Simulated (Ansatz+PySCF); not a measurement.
Two shapes of singlet BH3.

Shape 1:

```xyz
4

B     0.0000    0.0000    0.0000
H     1.2065    0.0000    0.0000
H    -0.6033    1.0449    0.0000
H    -0.6033   -1.0449    0.0000
```

Shape 2:

```xyz
4

B    -0.0327   -0.0105    0.0363
H     1.2172    0.0195   -0.0448
H    -0.5711    1.0270   -0.0339
H    -0.6064   -1.0033   -0.0276
```

Basis set: def2-SVP (spherical functions). Left uncorrelated: 1 orbital. Charge 0, multiplicity 1.

Computed with Ansatz (development build ahead of 0.2.0); each method stands on the lowest determinant of its kind that the runs found.

(1) Which shape is lower in energy, and by how much in each method?

## Answers

(1)

```tsv
method	E(2) − E(1) (eV)
RHF-CCSD	0.119
PBE0 (restricted)	0.119
PBE0 (unrestricted)	0.119
r²SCAN (restricted)	0.116
ωB97X (unrestricted)	0.120
```

Shape 1 is lower.
